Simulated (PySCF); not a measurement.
Process, species as SMILES: COC + 2 [H][H] (H2) → 2 C (CH4) + O (H2O)
B3LYP-D3(BJ)/def2-TZVP geometries, fixed; electronic energies without zero-point terms.

Effect of the grid level at wB97M-V/def2-SVP with PySCF, against the last row, where the energy of full hydrogenation is -49.68 kcal/mol.

| setting | grid points, largest species | largest shift of a total energy (mEh) | shift of the energy of full hydrogenation (kcal/mol) |
|---|---|---|---|
| grids.level: 0 | 6984 | 25.610 | -3.098 |
| grids.level: 1 | 30376 | -0.050 | -0.082 |
| grids.level: 2 | 65856 | -0.002 | -0.004 |
| grids.level: 3 | 101168 | -0.001 | -0.001 |
| grids.level: 4 | 179728 | 0.000 | 0.000 |
| grids.level: 5 | 270176 | 0.000 | 0.000 |
| grids.level: 7 | 560736 | 0.000 | 0.000 |

Within 0.05 kcal/mol in the energy of full hydrogenation: grids.level: 2; grids.level: 3; grids.level: 4; grids.level: 5. The largest shift is 25.610 mEh in a total energy and 3.098 kcal/mol in the difference.
